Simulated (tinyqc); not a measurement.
Worked calculation: ROHF in the sto-3g basis, for OH+, spin multiplicity 3. This run ends on a higher stationary point, not on the lowest solution. One step of it, computed by the program tinyqc.

Problem. Iteration 4: Roothaan effective Fock matrix. With projectors Pc = D(beta) S, Po = (D(alpha) - D(beta)) S, Pv = 1 - D(alpha) S, the block xy is Px^T F Py; with Fc = (F(alpha) + F(beta))/2, the blocks are Fc for cc, oo, vv and cv, F(beta) for co and F(alpha) for ov.

F(alpha) (hartree), order 1O 1s, 1O 2s, 1O 2px, 1O 2py, 1O 2pz, 2H 1s:
```
[[-20.646237, -5.283796, 0.000000, 0.000000, -0.003707, -0.297959],
 [-5.283796, -2.893694, 0.000000, 0.000000, -0.059338, -0.407686],
 [0.000000, 0.000000, -0.785297, 0.010943, 0.000000, 0.000000],
 [0.000000, 0.000000, 0.010943, -0.877627, 0.000000, 0.000000],
 [-0.003707, -0.059338, 0.000000, 0.000000, -0.907475, -0.301155],
 [-0.297959, -0.407686, 0.000000, 0.000000, -0.301155, -0.540447]]
```

F(beta) (hartree), order 1O 1s, 1O 2s, 1O 2px, 1O 2py, 1O 2pz, 2H 1s:
```
[[-20.597594, -5.208742, 0.000000, 0.000000, -0.004227, -0.290931],
 [-5.208742, -2.533398, 0.000000, 0.000000, -0.092178, -0.360723],
 [0.000000, 0.000000, -0.679486, -0.085092, 0.000000, 0.000000],
 [0.000000, 0.000000, -0.085092, 0.038445, 0.000000, 0.000000],
 [-0.004227, -0.092178, 0.000000, 0.000000, 0.013431, -0.186611],
 [-0.290931, -0.360723, 0.000000, 0.000000, -0.186611, -0.505097]]
```

D(alpha) after iteration 3, order 1O 1s, 1O 2s, 1O 2px, 1O 2py, 1O 2pz, 2H 1s:
```
[[1.059378, -0.250978, 0.000000, 0.000000, 0.001174, 0.000426],
 [-0.250978, 1.061204, 0.000000, 0.000000, -0.006542, -0.005354],
 [0.000000, 0.000000, 1.000000, 0.000000, 0.000000, 0.000000],
 [0.000000, 0.000000, 0.000000, 1.000000, 0.000000, 0.000000],
 [0.001174, -0.006542, 0.000000, 0.000000, 0.983434, 0.042215],
 [0.000426, -0.005354, 0.000000, 0.000000, 0.042215, 0.001837]]
```

D(beta) after iteration 3, order 1O 1s, 1O 2s, 1O 2px, 1O 2py, 1O 2pz, 2H 1s:
```
[[1.059284, -0.250570, 0.000000, 0.000000, -0.008438, 0.000012],
 [-0.250570, 1.059441, 0.000000, 0.000000, 0.035080, -0.003560],
 [0.000000, 0.000000, 0.986518, 0.115328, 0.000000, 0.000000],
 [0.000000, 0.000000, 0.115328, 0.013482, 0.000000, 0.000000],
 [-0.008438, 0.035080, 0.000000, 0.000000, 0.001162, -0.000118],
 [0.000012, -0.003560, 0.000000, 0.000000, -0.000118, 0.000013]]
```

overlap S, order 1O 1s, 1O 2s, 1O 2px, 1O 2py, 1O 2pz, 2H 1s:
```
[[1.000000, 0.236704, 0.000000, 0.000000, 0.000000, 0.013048],
 [0.236704, 1.000000, 0.000000, 0.000000, 0.000000, 0.173553],
 [0.000000, 0.000000, 1.000000, 0.000000, 0.000000, 0.000000],
 [0.000000, 0.000000, 0.000000, 1.000000, 0.000000, 0.000000],
 [0.000000, 0.000000, 0.000000, 0.000000, 1.000000, 0.175397],
 [0.013048, 0.173553, 0.000000, 0.000000, 0.175397, 1.000000]]
```

Give: effective F.

Solution.

effective F (hartree), order 1O 1s, 1O 2s, 1O 2px, 1O 2py, 1O 2pz, 2H 1s:
```
[[-20.622, -5.246, 0.000, 0.000, -0.005, -0.295],
 [-5.246, -2.713, 0.000, 0.000, -0.083, -0.387],
 [0.000, 0.000, -0.732, -0.037, 0.000, 0.000],
 [0.000, 0.000, -0.037, -0.420, 0.000, 0.000],
 [-0.005, -0.083, 0.000, 0.000, -0.451, -0.207],
 [-0.295, -0.387, 0.000, 0.000, -0.207, -0.507]]
```
